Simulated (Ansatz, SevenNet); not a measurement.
For zinc-blende AlP, the machine-learned potential SevenNet-l3i5 (trained on PBE and PBE+U data) gives:

| Quantity | Value |
|---|---|
| equilibrium lattice constant a | 5.500 Å |
| TO(Γ) frequency | 394 cm⁻¹ |
| elastic constant C11 | 120 GPa |
| elastic constant C44 | 57.3 GPa |
| polycrystal shear modulus | 41.5 GPa |

What does Hartree–Fock (PAW; Ansatz, an electronic-structure program) give for the same quantities?


- lattice constant a: 5.538 Å (grows by 0.7 %)
- zone-centre TO phonon frequency: 457 cm⁻¹ (rises by 16 %)
- elastic constant C11: 155 GPa (rises by 29 %)
- elastic constant C44: 79.9 GPa (grows by 39 %)
- Voigt–Reuss–Hill shear modulus: 63.6 GPa (grows by 53 %)

For comparison: lattice constant a 5.451 Å (measured, static lattice: zero-point anharmonic expansion removed; as tabulated in Mejia-Rodriguez and Trickey (2018), arXiv:1807.09216).

Changes are worked out from the printed values.

Unless a cell is named, each level is at its own relaxed cell (SevenNet-l3i5 20.80, Hartree–Fock 21.23 Å³/atom).

Ansatz's density-functional and Hartree–Fock values are scalar-relativistic unless marked +SOC, with PAW data made under PBE.
